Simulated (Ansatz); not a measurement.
# Al2H (doublet): the correlation ladder at distance Al1–H3 = 1.995 Å, 6-31G

How much of the correlation energy of Al2H (doublet) does each wave-function method recover here?

The runs use Ansatz 0.2.0, Gaussian basis; 6-31G, core rule «outside noble gas», up to 10 orbitals frozen.

The runs, in order: UHF; CCSD(T) on ROHF; CCSD(T) on UHF; BCCD(T) on ROHF; CISD; CCSDT(Q) on ROHF; CCSDT(Q) on UHF; CISDTQ; CCSDTQ on ROHF; CCSDTQ on UHF; CASSCF and MRCISD+Q, 3 electrons in 3 orbitals; CASSCF and NEVPT2, 3 electrons in 3 orbitals; CASSCF and MRCISD+Q, 7 electrons in 9 orbitals; CASSCF and MRCISD+Q(relaxed), 7 electrons in 9 orbitals; CASSCF and NEVPT2, 7 electrons in 9 orbitals; Full CI.

22 further runs of the same task are left out: 17 that didn't finish, 5 set aside as unsound or not needed.

## Step 1: What is computed

The geometry derives from a PBE0/def2-TZVP stationary point (not a proven minimum). One bond is set to the value named and the two fragments are kept rigid.

3 atoms, charge 0, spin multiplicity 2.

Atoms are counted from 1 here; the program's logs count them from 0.

Bond lengths: Al1–Al2 2.677 Å.

Coordinates:

```xyz
3

Al    0.0000    0.0000    0.2273
Al    0.0000    0.0000   -2.4496
H     0.0000    0.0000    2.2223
```

## Step 2: UHF

in.yaml

```yaml
crystal:
  periodic: [false, false, false]
  atoms:
    - {symbol: Al, position_ang: [0.000000, 0.000000, 0.227313]}
    - {symbol: Al, position_ang: [0.000000, 0.000000, -2.449625]}
    - {symbol: H, position_ang: [0.000000, 0.000000, 2.222313]}
basis:
  gaussian: {orbitals: 6-31G}
magnetization: {spin_polarized: true, initial_magnetization: 1}
hamiltonian: {xc: hf}
output: {orbitals: {seedname: orbitals}}
```

The run is started by

```console
> ansatz run in.yaml --threads 1 --pin off --events-out ev --progress --plain --max-ram 2393MiB
```

Further steps of the session: CCSD(T) on ROHF; CCSD(T) on UHF; BCCD(T) on ROHF; CISD; CCSDT(Q) on ROHF; CCSDT(Q) on UHF; CISDTQ; CCSDTQ on ROHF; CCSDTQ on UHF; CASSCF and MRCISD+Q, 3 electrons in 3 orbitals; CASSCF and NEVPT2, 3 electrons in 3 orbitals; CASSCF and MRCISD+Q, 7 electrons in 9 orbitals; CASSCF and MRCISD+Q(relaxed), 7 electrons in 9 orbitals; CASSCF and NEVPT2, 7 electrons in 9 orbitals; Full CI.

Q: Predict the results of all the runs planned. Wanted: FCI below the RHF energy; RMP2 from FCI; UMP2 from FCI; RCCSD from FCI; RCCSD(T) from FCI; UCCSD(T) from FCI; RCCSDT(Q) from FCI; UCCSDT(Q) from FCI; NEVPT2 pair from FCI.

**Answer**, as computed:

```
                         quantity                                                                                                                                                                    value
         FCI below the RHF energy                                                                                                                                                               -2.5248 eV
                    RMP2 from FCI                                                                                                                                                             +89.2 kJ/mol
                    UMP2 from FCI                                                                                                                                                             +89.1 kJ/mol
                   RCCSD from FCI                                                                                                                                                             +10.1 kJ/mol
                RCCSD(T) from FCI                                                                                                                                                              +3.6 kJ/mol
                UCCSD(T) from FCI                                                                                                                                                              +3.6 kJ/mol
               RCCSDT(Q) from FCI                                                                                                                                                              +0.2 kJ/mol
               UCCSDT(Q) from FCI                                                                                                                                                              +0.1 kJ/mol
             NEVPT2 pair from FCI                                                                                                                                                             +74.2 kJ/mol
           MRCISD+Q pair from FCI                                                                                                                                                              -3.5 kJ/mol
          NEVPT2 valence from FCI                                                                                                                                                             +15.3 kJ/mol
levels within 1 kcal/mol (43 meV)  RCCSD(T), UCCSD(T), BCCD(T), RCCSDT, UCCSDT, CISDTQ, RCCSDT(Q), UCCSDT(Q), RCCSDTQ, UCCSDTQ, MRCISD+Q pair, MRCISD valence, MRCISD+Q valence, MRCISD+Q(relaxed) valence
                    T1 diagnostic                                                                                                                                                                    0.023
   effectively unpaired electrons                                                                                                                                                                     1.17
```

In words: RCCSD(T) misses by +3.6 kJ/mol, 1.5 % of the correlation energy. MRCISD+Q pair, MRCISD+Q(relaxed) valence fall below full CI: the +Q correction isn't variational, and the cores differ from full CI's. One determinant dominates. Of the multireference levels listed MRCISD+Q valence comes nearest in total energy (+0.3 kJ/mol), which doesn't show that its space is the better one. These misses are within one basis, not against nature; the frozen cores of restricted and unrestricted runs differ, which can shift their rows.
